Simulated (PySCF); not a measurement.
**Na2⁻ with other numerical set-ups**

The method stays; parts of the set-up, such as the basis or the Hamiltonian, are changed.

Computed with PySCF 2.14.0. Level: each script names its method and basis.

2 further runs of the same task are left out: 2 that didn't finish.

### 1 Starting geometry

Na2⁻: 2 atoms, charge -1, spin multiplicity 2.

No contacts short enough for the rule that draws bonds.

### 2 The base run

File input.py:

```python
from pyscf import gto, scf

mol = gto.M(
    atom='Na 0 0 0; Na 0 0 3.413',
    basis='x2c-svpall',
    charge=-1,
    spin=1,
    symmetry=True,
    verbose=4,
)
mf = scf.UHF(mol)
mf = mf.sfx2c1e()
mf.kernel()
mf.nuc_grad_method().kernel()
mf.dip_moment()
print('orbital energies (hartree):', [e[max(0, n-3):n+3].round(4) for e, n in zip(mf.mo_energy, mol.nelec)])
```

On the command line:

```sh
$ OMP_NUM_THREADS=1 python input.py
```

The log of this run is left out.

In short: E(SCF) = -324.004152 Eh, 11 cycles, ⟨S²⟩ = 1.059, gradient on the second atom -0.0055 Eh/bohr.

⟨S²⟩ = 1.06 against 0.75 for a pure state: the determinant is spin-contaminated. The bond length is a typed value, not an optimised one. The dipole of an ion depends on the origin.

### 3 6-311g** (X2C off)

Run 1 changes basis set: x2c-svpall → 6-311g**; spin-free X2C: on → off.

File input.py:

```python
from pyscf import gto, scf

mol = gto.M(
    atom='Na 0 0 0; Na 0 0 3.413',
    basis='6-311g**',
    charge=-1,
    spin=1,
    symmetry=True,
    verbose=4,
)
mf = scf.UHF(mol)
mf.kernel()
mf.nuc_grad_method().kernel()
mf.dip_moment()
print('orbital energies (hartree):', [e[max(0, n-3):n+3].round(4) for e, n in zip(mf.mo_energy, mol.nelec)])
```

On the command line:

```sh
$ OMP_NUM_THREADS=1 python input.py
```

### 4 Crenbl (core potential on, X2C off)

Run 2 changes basis set: x2c-svpall → crenbl; core potential: off → on; spin-free X2C: on → off. The core potential changes with it: totals don't compare.

input.py: that of step 2 with these lines changed.

```diff
@@ -4,3 +4,4 @@
     atom='Na 0 0 0; Na 0 0 3.413',
-    basis='x2c-svpall',
+    basis='crenbl',
+    ecp={'Na': 'crenbl'},
     charge=-1,
@@ -11,3 +12,2 @@
 mf = scf.UHF(mol)
-mf = mf.sfx2c1e()
 mf.kernel()
```

Q: Predict the outcome of this session. Wanted: for each run, E(SCF); from base; gap, α spin.

**Answer**, as computed:

```tsv
run	E(SCF) (hartree)	from base (eV)	cycles	gap, α spin (eV)	functions
base	-324.004152	0	11	5.54	30
6-311g** (X2C off)	-323.704900	not comparable	13	3.80	52
crenbl (core potential on, X2C off)	-94.908990	not comparable	8	6.95	36
```

**Reading.** Total energies from different bases, Hamiltonians or methods carry different errors, so properties are taken as differences within one set-up.
